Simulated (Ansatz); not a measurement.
Run this with the Python package of Ansatz (0.2.0) and show what comes out.

Contents of `bh4n.xyz`:
```text
6

B    -0.15450   -0.70690   -0.06460
N    -0.13200    0.85330   -0.08560
H     0.65830   -1.29740    0.34780
H    -1.08300   -1.19670   -0.51240
H     0.73470    1.10860   -0.63390
H     0.01860    1.17510    0.90260
```

`pa_bh4n.py`:
```python
"""Proton affinity of BH4N at one site."""

from dataclasses import dataclass

import ansatz
import numpy as np


@dataclass(frozen=True)
class Settings:
    basis_set: str = "cc-pVDZ"
    xc: str = "b3lyp"
    net_charge: int = 1
    force_tol: float = 0.01


opts = Settings()


def main() -> None:
    geometry = ansatz.Crystal.molecule_from_extxyz("bh4n.xyz")

    job = geometry.calculation()
    job = job.basis(gaussian=opts.basis_set)
    job = job.functional(opts.xc)
    symbols = [site.symbol for site in geometry.cartesian_sites]
    start = np.array([site.position_ang for site in geometry.cartesian_sites], dtype=float)
    report = job.relax(force_tolerance=0.01).run(threads=1).report
    end = np.array(report["positions_ang"])

    # put the proton on the side away from the neighbours, slightly off axis
    away = sum((end[1] - end[j]) / np.linalg.norm(end[1] - end[j]) for j in [0, 4, 5]) + np.array([0.15, 0.1, -0.2])
    proton = end[1] + 1.0 * away / np.linalg.norm(away)
    acid = ansatz.Crystal.molecule()
    for symbol, place in zip(symbols, end):
        acid = acid.atom(symbol, place.tolist())
    acid = acid.atom("H", proton.tolist())
    protonated = (
        acid.calculation()
        .basis(gaussian=opts.basis_set)
        .functional(opts.xc)
        .charge(opts.net_charge)
        .relax(force_tolerance=opts.force_tol, max_steps=80)
    )
    after = protonated.run(threads=1).report
    xyz = np.array(after["positions_ang"])
    reach = np.linalg.norm(xyz[:-1] - xyz[-1], axis=1)
    print(f"base {report['free_energy_ev']:.5f} eV, protonated {after['free_energy_ev']:.5f} eV")
    print(f"the proton ends {reach.min():.3f} A from {symbols[reach.argmin()]}{reach.argmin()}")
    print(f"electronic proton affinity {96.485332 * (report['free_energy_ev'] - after['free_energy_ev']):.1f} kJ/mol")


if __name__ == "__main__":
    main()
```

```console
$ python pa_bh4n.py
base -2232.58355 eV, protonated -2240.73944 eV
the proton ends 1.038 A from N1
electronic proton affinity 786.9 kJ/mol
```

Caveats:
- Total energies depend on the basis set; only differences at equal settings carry meaning.
- The proton is put on one chosen atom, which needn't be the most basic site, so the molecule's proton affinity can be higher; the ends are stationary points, not checked by frequencies, and zero-point and thermal terms count only where printed.
- b3lyp holds the VWN-RPA fit, as in Gaussian; the form of ORCA and Turbomole is b3lyp5.
- Finished in 73 s on 1 thread of Intel(R) Xeon(R) Platinum 8259CL CPU @ 2.50GHz (Skylake/Cascade Lake), with other jobs on the host, peak memory 0.19 GiB.
